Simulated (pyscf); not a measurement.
Single points on ωB97X-D3(BJ)/def2-SVP structures (PySCF, gas phase).

### Question
Estimate by transition-state theory the rate constant of H₃C–Cd–TeH (SMILES [CH3][Cd][TeH]) + CH₄ (SMILES C) -> TeH₂ (SMILES [TeH2]) + H₃C–Cd–CH₃ (SMILES [CH3][Cd][CH3]) (singlet surface; Cd–Te, C–H broken, H–Te, C–Cd formed) at 900 K, with ωB97M-D3(BJ)/def2-TZVP energies (ideal gas, 1 atm, RRHO with modes under 100 cm⁻¹ raised to 100, one conformer, R ln 2 for chiral ones without a mode under 150 cm⁻¹; no tunnelling).

### Answer
The electronic barrier is 58.5 kcal/mol and the thermal terms add +22.3, so ΔG‡ = 80.8 kcal/mol. With k_BT/h = 1.88e+13 s⁻¹ and RT = 1.788 kcal/mol, and a volume of 1.23e-19 cm³ per molecule at 1 atm, k = 5.5e-26 cm³ molecule⁻¹ s⁻¹. Wigner's tunnelling factor for 1221i cm⁻¹ would be 1.16. A shift of 1 kcal/mol in the barrier changes k by a factor 1.7. On the product side the descent ends in an adduct with a Cd–Te contact (not fully relaxed), 5.8 kcal/mol under the separated species and 21.4 kcal/mol under the saddle at ωB97X-D3(BJ)/def2-TZVP. What is counted as broken (Cd–Te) persists as a longer contact in the product adduct; parting that adduct is a step of its own. One saddle was located; it need not be the lowest between these sides. Elements past Kr carry the def2 core potentials, without spin-orbit coupling.
